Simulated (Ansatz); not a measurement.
Cartesian coordinates in Å:
```
C -1.2489 1.0013 0.7736
N -0.8258 0.2371 -0.1460
C 0.4587 -0.2474 -0.0981
C 0.9733 -1.0501 -1.0202
F 1.2143 0.1295 0.9537
H -2.2705 1.3676 0.7061
H -0.6460 1.3121 1.6289
H 0.3552 -1.3421 -1.8554
H 1.9897 -1.4079 -0.9426
```

Total charge 0; spin multiplicity 1.

List the ωB97M-V/def2-TZVPP orbital energies in eV (Ansatz). (An estimate is asked.)

Computed: Occupied: -678.04, -395.30, -284.55, -283.06, -281.53, -37.23, -29.38, -24.60, -21.19, -19.09, -17.71, -16.76, -16.22, -15.14, -14.11, -13.82, -13.06, -10.62, -9.51. Lowest empty: 0.54, 3.56, 3.91, 3.94, 4.42, 4.55, 4.99, 6.45.
